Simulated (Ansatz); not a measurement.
# Corundum (α-Al2O3)

Calculation: r²SCAN (Ansatz, a program for electronic structure, PAW).

Settings: plane-wave cutoff 500 eV, 8×8×8 k mesh, gaussian smearing 0.02 eV, scalar-relativistic PAW data made under PBE.

Cell: relaxed at this level.

| Quantity | Value |
|---|---|
| volume per atom | 8.50 Å³/atom |
| lattice parameter a | 4.759 Å |
| lattice parameter c | 12.996 Å |
| band gap | 7.14 eV (on the SCF k mesh) |

Measured, for comparison: lattice constant a 4.759 Å, lattice parameter c 12.991 Å (temperature not stated, no zero-point or thermal correction; as tabulated in Lallet et al. (2009), arXiv:0801.3594). Computed (rounded) less measured: lattice constant a 0.0 %, lattice parameter c 0.0 %.

The computed numbers hold no vibrational or temperature effects.

It cost roughly 40 core-seconds of CPU time.
